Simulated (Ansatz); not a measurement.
Nudged elastic band run: CH2Cl3

input.yaml

```yaml
crystal:
  periodic: [false, false, false]
  atoms:
    - { symbol: H, position_ang: [-0.122586, 0.484233, -0.148897] }
    - { symbol: C, position_ang: [0.369932, -0.455772, 0.124199] }
    - { symbol: Cl, position_ang: [-0.334664, -1.751763, -0.851951] }
    - { symbol: Cl, position_ang: [0.166578, -0.700456, 1.863988] }
    - { symbol: Cl, position_ang: [-1.522682, 2.836125, -0.896475] }
    - { symbol: H, position_ang: [1.443423, -0.412368, -0.090864] }
magnetization:
  spin_polarized: true
  initial_magnetization: 1
basis:
  gaussian: { orbitals: def2-SVP }
hamiltonian:
  xc: pbe0
neb:
  order_check: false
  images: 7
  f_tol: 0.05
  max_iterations: 60
  final_atoms:
    - { symbol: H, position_ang: [-0.73960758, 1.1444974, -0.32572457] }
    - { symbol: C, position_ang: [0.41604951, -0.66218692, 0.19090088] }
    - { symbol: Cl, position_ang: [-0.2381931, -1.87150817, -0.81116481] }
    - { symbol: Cl, position_ang: [0.24632709, -0.79381682, 1.87865078] }
    - { symbol: Cl, position_ang: [-0.9983361, 2.33843745, -0.75882501] }
    - { symbol: H, position_ang: [1.31376118, -0.15542394, -0.17383727] }
  initial_path:
    images:
      - { positions_ang: [[-0.122586, 0.484233, -0.148897], [0.369932, -0.455772, 0.124199], [-0.334664, -1.751763, -0.851951], [0.166578, -0.700456, 1.863988], [-1.522682, 2.836125, -0.896475], [1.443423, -0.412368, -0.090864]] }
      - { positions_ang: [[-0.17002468, 0.55184397, -0.17189312], [0.36132674, -0.44772286, 0.12141685], [-0.34370753, -1.7335956, -0.85164059], [0.15332099, -0.68164488, 1.85273311], [-1.42815591, 2.68384397, -0.84688166], [1.42724139, -0.37272561, -0.10373459]] }
      - { positions_ang: [[-0.21746337, 0.61945495, -0.19488924], [0.35272148, -0.43967372, 0.1186347], [-0.35275107, -1.7154282, -0.85133018], [0.14006399, -0.66283375, 1.84147823], [-1.33362981, 2.53156295, -0.79728832], [1.41105977, -0.33308322, -0.11660518]] }
      - { positions_ang: [[-0.26490205, 0.68706592, -0.21788537], [0.34411622, -0.43162459, 0.11585255], [-0.3617946, -1.69726079, -0.85101977], [0.12680698, -0.64402263, 1.83022334], [-1.23910372, 2.37928192, -0.74769498], [1.39487816, -0.29344083, -0.12947577]] }
      - { positions_ang: [[-0.31234073, 0.7546769, -0.24088149], [0.33551097, -0.42357545, 0.1130704], [-0.37083813, -1.67909339, -0.85070936], [0.11354998, -0.62521151, 1.81896845], [-1.14457762, 2.22700089, -0.69810164], [1.37869655, -0.25379844, -0.14234636]] }
      - { positions_ang: [[-0.41915744, 0.85213202, -0.26209226], [0.3556456, -0.48322831, 0.13252802], [-0.33767688, -1.72719709, -0.84082322], [0.14674426, -0.66736284, 1.83388903], [-1.10801724, 2.25486003, -0.71328249], [1.3624627, -0.22920482, -0.15021909]] }
      - { positions_ang: [[-0.52597415, 0.94958715, -0.28330303], [0.37578024, -0.54288118, 0.15198564], [-0.30451562, -1.77530078, -0.83093709], [0.17993854, -0.70951417, 1.84880962], [-1.07145686, 2.28271917, -0.72846333], [1.34622886, -0.20461119, -0.15809181]] }
      - { positions_ang: [[-0.63279087, 1.04704227, -0.3045138], [0.39591487, -0.60253405, 0.17144326], [-0.27135436, -1.82340448, -0.82105095], [0.21313282, -0.75166549, 1.8637302], [-1.03489648, 2.31057831, -0.74364417], [1.32999502, -0.18001756, -0.16596454]] }
      - { positions_ang: [[-0.73960758, 1.1444974, -0.32572457], [0.41604951, -0.66218692, 0.19090088], [-0.2381931, -1.87150817, -0.81116481], [0.24632709, -0.79381682, 1.87865078], [-0.9983361, 2.33843745, -0.75882501], [1.31376118, -0.15542394, -0.17383727]] }
```

Command:

```bash
$ ansatz run input.yaml --threads 2 --pin off --max-ram 3072MiB --backend cpu --events-out ev --progress --plain --runs-dir out
```

Output, in part (warnings, iteration lines, the closing report on the highest movable image, with atoms numbered from 0):

```
NEB end point (image 0): max|allowed force component| = 7.727e-3 eV/Å (the criterion of neb.relax_end_points is 1.000e-2)
NEB end point (image 8): max|allowed force component| = 4.011e-3 eV/Å (the criterion of neb.relax_end_points is 1.000e-2)
NEB iter   1: max|band force component| = 2.716e0 eV/Å  barrier→ = 0.3357 eV  barrier← = 0.5662 eV  Δτ_max = 0.2000 Å  (1389 SCF iters)
NEB iter   2: max|band force component| = 1.441e0 eV/Å  barrier→ = 0.0997 eV  barrier← = 0.3302 eV  Δτ_max = 0.2000 Å  (481 SCF iters)
NEB iter   3: max|band force component| = 3.735e0 eV/Å  barrier→ = 0.2985 eV  barrier← = 0.5290 eV  Δτ_max = 0.0998 Å  (433 SCF iters)
NEB iter   4: max|band force component| = 6.127e-1 eV/Å  barrier→ = 0.0262 eV  barrier← = 0.2567 eV  Δτ_max = 0.0669 Å  (455 SCF iters)
NEB iter   5: max|band force component| = 1.591e-1 eV/Å  barrier→ = 0.0230 eV  barrier← = 0.2535 eV  CI = image 2  Δτ_max = 0.1008 Å  (420 SCF iters)
NEB iter   6: max|band force component| = 2.998e-1 eV/Å  barrier→ = 0.0326 eV  barrier← = 0.2631 eV  CI = image 2  Δτ_max = 0.0466 Å  (480 SCF iters)
NEB iter   7: max|band force component| = 9.477e-2 eV/Å  barrier→ = 0.0309 eV  barrier← = 0.2614 eV  CI = image 2  Δτ_max = 0.0504 Å  (460 SCF iters)
NEB iter   8: max|band force component| = 4.712e-2 eV/Å  barrier→ = 0.0300 eV  barrier← = 0.2605 eV  CI = image 2  Δτ_max = 0.0871 Å  (475 SCF iters)
NEB iter   9: max|band force component| = 1.665e-1 eV/Å  barrier→ = 0.0285 eV  barrier← = 0.2590 eV  CI = image 2  Δτ_max = 0.1001 Å  (141 SCF iters)
NEB iter  10: max|band force component| = 9.866e-2 eV/Å  barrier→ = 0.0281 eV  barrier← = 0.2586 eV  CI = image 2  Δτ_max = 0.0466 Å  (485 SCF iters)
NEB iter  11: max|band force component| = 4.026e-2 eV/Å  barrier→ = 0.0280 eV  barrier← = 0.2585 eV  CI = image 2  Δτ_max = 0.0000 Å  (1210 SCF iters)
Total energy: -38609.40729268 eV, -1418.8695476099 hartree
Atom 0 at    -0.343976     0.498995    -0.002775 Å, force    -0.008921    -0.003143     0.005451 eV/Å
Atom 1 at     0.286631    -0.395167     0.142374 Å, force     0.019176     0.003711    -0.003687 eV/Å
Atom 2 at    -0.331803    -1.689585    -0.883206 Å, force    -0.006942    -0.005574    -0.007356 eV/Å
Atom 3 at     0.271596    -0.788701     1.861309 Å, force    -0.000789     0.005927    -0.000502 eV/Å
Atom 4 at    -1.201425     2.553121    -0.961549 Å, force     0.000578     0.000809     0.000026 eV/Å
Atom 5 at     1.318978    -0.178664    -0.156154 Å, force    -0.003102    -0.001729     0.006068 eV/Å
Dipole moment:     0.142444     0.226572    -0.085366 e Å
```

The forces met the threshold. The band force fell under the threshold earlier too, but the program's further tests of the path sent the band on. A vibrational analysis at the climbing image gives one clearly imaginary mode, 156i cm⁻¹: a first-order saddle point.

Final band (atoms are numbered from 1 in the order of the input):

| image | path coordinate (Å) | energy (eV) | H1–C2 (Å) | H1–Cl5 (Å) |
| --- | --- | --- | --- | --- |
| 0 | 0.00 | 0.000 | 1.10 | 2.84 |
| 1 | 0.35 | 0.002 | 1.10 | 2.76 |
| 2 | 0.70 | 0.028 | 1.10 | 2.42 |
| 3 | 0.96 | 0.000 | 1.12 | 2.13 |
| 4 | 1.23 | -0.032 | 1.16 | 1.83 |
| 5 | 1.49 | -0.047 | 1.39 | 1.47 |
| 6 | 1.76 | -0.171 | 1.74 | 1.33 |
| 7 | 2.03 | -0.221 | 2.00 | 1.30 |
| 8 | 2.29 | -0.231 | 2.21 | 1.30 |

Time of the run: 5.1 min on 2 threads of Arm Neoverse V2, on a shared host, peak memory 0.32 GiB.
